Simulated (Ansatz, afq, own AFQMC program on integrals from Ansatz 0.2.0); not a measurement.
AFQMC on a folder of integrals that Ansatz 0.2.0 wrote.

```yaml
crystal:
  periodic: [false, false, false]
  atoms:
    - {symbol: S, position_ang: [0.000000, 0.000000, 0.000000]}
    - {symbol: Na, position_ang: [0.000000, 0.000000, 2.855900]}
basis:
  gaussian: {orbitals: cc-pVDZ}
total_charge: 1
magnetization: {spin_polarized: true, initial_magnetization: 2}
correlation: {method: ccsd_t, electrons: outside_noble_gas, hamiltonian_folder: ham}
```

```sh
$ ansatz run in.yaml --threads 1 --pin off --events-out ev --progress --plain --max-ram 1843MiB
```

afq runs on the folder ham with

```
--method phaseless --trial mp1 --walkers 20 --populations 1 --least-time 40 --time-step 0.01 --steps-per-block 25 --equilibration-blocks 24 --max-blocks 160 --target-error 0.00058 --factor-cut 1e-05 --start determinant --seed 4664 --release-times 0.2,0.4 --release-step 0.02 --release-every 4 --taylor-order 6
```

Times are imaginary, in 1/Eh. The walk had a cap of 215 s.

afq prints:

```
orbitals 26  electrons 4 2  factors 172 of 359
reference energy -559.18534002 Eh
CCSD correlation -0.10399390 Eh in 10 cycles, weight of the determinant in the CISD state 0.9454
energy of the start -559.270270 Eh
 block  time / (1/Eh)  mean weight  energy / Eh
     1     0.250  1.0016  -559.277438
     2     0.500  1.0008  -559.280273
     3     0.750  0.9976  -559.283826
     4     1.000  1.0047  -559.284357
     5     1.250  1.0030  -559.286730
    10     2.500  1.0045  -559.286655
    29     7.250  0.9996  -559.292104
    49    12.250  1.0051  -559.296032
    69    17.250  1.0015  -559.291400
    85    21.250  1.0042  -559.281143
    89    22.250  1.0024  -559.287656
   109    27.250  0.9966  -559.291170
   129    32.250  0.9928  -559.301856
   149    37.250  1.0011  -559.287560
   169    42.250  0.9966  -559.285979
   181    45.250  0.9981  -559.290184
blocks merged  error / Eh  count
     1  0.000321  160
     2  0.000394  80
     4  0.000470  40
     8  0.000542  20
    16  0.000612  10
released: time / (1/Eh)  energy / Eh  error  mean overlap
  0.20  -559.289965  0.000568  1.0039
  0.40  -559.290466  0.000564  1.0076
energy -559.289770 +/- 0.000542 Eh
(rows thinned)
```

The run passed its tests (sampling time, drift between the halves within three errors, error under three times the target), which doesn't prove that it has relaxed.

Against this walk (error 14.7 meV) on the same determinant: CCSD(T) 26.4 meV lower (within the noise), CCSDT(Q) 38.3 meV lower, full CI 39.0 meV lower, a separate phaseless walk with a CISD trial and standard settings 38.6 ± 14.9 meV lower. The error is statistical and leaves out the bias of the constraint. Released to 0.40 1/Eh the energy moves by -19 ± 21 meV (both errors), within twice the noise.

Cautions: constraint bias not in the error; lower spins were not checked; so few walkers bias the energy; the time-step error isn't removed.

The walk took 11 s on 1 thread of Arm Neoverse V2, on a shared host. The log's last line is the phaseless energy.

CCSDT and higher add their correlation energy to the determinant of the CCSD(T) run, since their own runs factorise the integrals more tightly (a shift of under 2 meV). A walk keeps the symmetry of its determinant, which the program's search chose and which needn't be the lowest solution, so a lower state of the same spin and another symmetry isn't excluded.
